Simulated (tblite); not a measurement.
Isomers of C4H7O2 (doublet state). Computed with GFN2-xTB (tblite): harmonic, unscaled wavenumbers at the GFN2-xTB geometry, gas phase. Against measured fundamentals such values can be off by several per cent, at times by over 20. One conformer each. Open shells enter through the occupations alone, without spin polarisation, and single modes of such species can be off by tens of per cent.

Electronic energies: GFN2-xTB at the same geometries; isomer energies are rough at this level and their order can be wrong.

| SMILES | electronic energy, lowest = 0 (kJ/mol) |
| --- | --- |
| [CH]1CCOCO1 | 42.3 |
| C[CH]C(=O)OC | 0.0 |
| [CH2]CC(=O)OC | 57.1 |

**Question.** How do GFN2-xTB zero-point energies change the relative energies?

**Answer.** 
```
       SMILES  ZPE (kJ/mol)  of it from modes above 1550 cm⁻¹  electronic (kJ/mol)  with ZPE, lowest = 0 (kJ/mol)  lowest mode (cm⁻¹)  rings
 C[CH]C(=O)OC         265.6                             135.6                  0.0                            0.0                  73      0
  [CH]1CCOCO1         274.6                             122.7                 42.3                           51.4                 179      1
[CH2]CC(=O)OC         264.1                             138.2                 57.1                           55.6                  51      0
```

The zero-point energies span 10.5 kJ/mol, from `[CH2]CC(=O)OC` to `[CH]1CCOCO1`. The order is unchanged.

**Question.** What do entropy and thermal enthalpy add at 298.15 K and 1 bar (rigid rotor, harmonic oscillator, one conformer each)?

**Answer.** 
```tsv
SMILES	point group	symmetry number	S (J/(mol K))	H − H(0) (kJ/mol)	ZPE + H − H(0) − TS (kJ/mol)
C[CH]C(=O)OC	Cs	1	360.9	22.44	180.4
[CH]1CCOCO1	C1	1	315.9	17.05	197.5
[CH2]CC(=O)OC	C1	1	364.4	22.75	178.2
```

S holds R ln(2S + 1) for the spin.
